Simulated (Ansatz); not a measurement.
What it costs to change the join: tetragonal MoSi2 (1 1 0) on Si0.75Ge0.25, ordered (0 0 1)

Periodic stacks without vacuum, tetragonal MoSi2 (1 1 0) on Si0.75Ge0.25, ordered (0 0 1); both interfaces of a cell carry the change. As cut, the substrate ends in GeSi and GeSi planes and the film in MoSi and MoSi planes. All cells share the in-plane lattice within 0.1 %; atoms, period and the film's lateral shift were relaxed first with the CHGNet potential, then at PBE, once from one start each, so registries can end apart. The unchanged cell is such a single relaxation too: if a lower arrangement of it exists, the changes cost more than shown. Left out: 2 cells whose period moved by more than 2.5 % (with added atoms, fell by over 1 % or rose by over 10 %) or whose in-plane lattice differs.

Plane-wave PAW runs of Ansatz (a quantum-chemistry and plane-wave program), PBE at 420 eV, without spin–orbit coupling or a Hubbard term. The stacks are run without spin polarisation. The cells are models built for this series, cut from the relaxed bulk crystals, not measured interface structures.

```tsv
cell	atoms gained or lost	period at the end (Å)	total energy (eV)	energy per atom added, swapped in or removed (eV)
unchanged	–	24.81	-232390.950	–
3 Al on substrate sites at each interface	+6 Al, −6 Ge	24.59	-209845.358	+0.12
3 Ga on substrate sites at each interface	+6 Ga, −6 Ge	24.63	-229318.840	?
3 P on substrate sites at each interface	−6 Ge, +6 P	24.58	-211157.228	-0.35
6 P on substrate sites at each interface	−6 Ge, +12 P, −6 Si	24.34	-211878.429	-0.34
```

References, each relaxed at the same level, per atom: Al from fcc Al, -537.505 eV; Ga from alpha gallium, -3783.021 eV; Ge from germanium, -4294.981 eV; P from black phosphorus, -755.674 eV; Si from silicon, -635.810 eV.

Task: Work out the missing value, for «3 Ga on substrate sites at each interface», and say where it stands among the rows.

Result: [-229318.840 − (-232390.950) − 6 × (-3783.021) + 6 × (-4294.981)] / 6 = +0.06 eV, number 3 of 4 from the lowest. A positive value means that the change costs energy against the references at 0 K, at PBE.
